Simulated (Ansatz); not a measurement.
## F2Mg, SMILES [F][Mg][F]: a relaxed scan of one distance, step by step

Program: Ansatz 0.2.0 through its Python package.

Run as a notebook:

In [1]:
```python
import ansatz as az
import numpy as np
```

In [2]:
```python
SETTINGS = {
    "basis_set": "def2-SVP",
    "xc": "b3lyp",
}
```

In [3]:
```python
geometry_ang = [
    ("F", (-1.5471, 0.8016, -0.7681)),
    ("Mg", (-0.0114, -0.0091, -0.0043)),
    ("F", (1.5476, -0.8573, 0.7591)),
]
system = az.Crystal.molecule()
for symbol, xyz in geometry_ang:
    system = system.atom(symbol, xyz)
```

In [4]:
```python
setup = (
    system.calculation()
    .basis(gaussian=SETTINGS["basis_set"])
    .functional(SETTINGS["xc"])
)
symbols = [site.symbol for site in system.cartesian_sites]
pairs = [(0, 1), (1, 2)]
print("held (A)   E (eV)        ", "  ".join(f"{symbols[i]}{i}-{symbols[j]}{j}" for i, j in pairs))
for length in [1.75, 1.9, 2.05, 2.28, 2.56]:
    data = setup.relax(constraints=[az.DistanceConstraint((0, 1), at=length)], force_tolerance=0.02, max_steps=60).run(threads=1, pin="off").report
    xyz = np.array(data["positions_ang"])
    print(f"{length:6.2f} {data['free_energy_ev']:14.5f}  ", "  ".join(f"{np.linalg.norm(xyz[i] - xyz[j]):.3f}" for i, j in pairs))
```
```text
held (A)   E (eV)         F0-Mg1  Mg1-F2
DeckWarning: relax.constraints: the input's atoms, or those drawn, lie off the distances that are held; a relaxation that starts there is brought onto them ahead of its first SCF, by positions alone, an atom by 7.36e-2 Å at the most. With the symmetry detection on, the symmetry is detected on the input's atoms as so [...]
  1.75   -10876.02802   1.750  1.755
  1.90   -10875.83882   1.900  1.753
  2.05   -10875.39125   2.050  1.749
  2.28   -10874.51786   2.280  1.747
  2.56   -10873.43999   2.560  1.747
```

Notes:
- Total energies depend on the basis set; only differences at equal settings carry meaning.
- Warnings are shown shortened and without file and line.
- The energies are electronic: no zero-point or thermal terms, and the basis set is short of its limit.
- b3lyp holds the VWN-RPA fit, as in Gaussian; the form of ORCA and Turbomole is b3lyp5.
- Hardware and time: 34 s on 1 thread of Intel(R) Xeon(R) Platinum 8259CL CPU @ 2.50GHz (Skylake/Cascade Lake), with other jobs on the host, peak memory 0.18 GiB.

(Lines on the test bed's own set-up are left out of the output.)
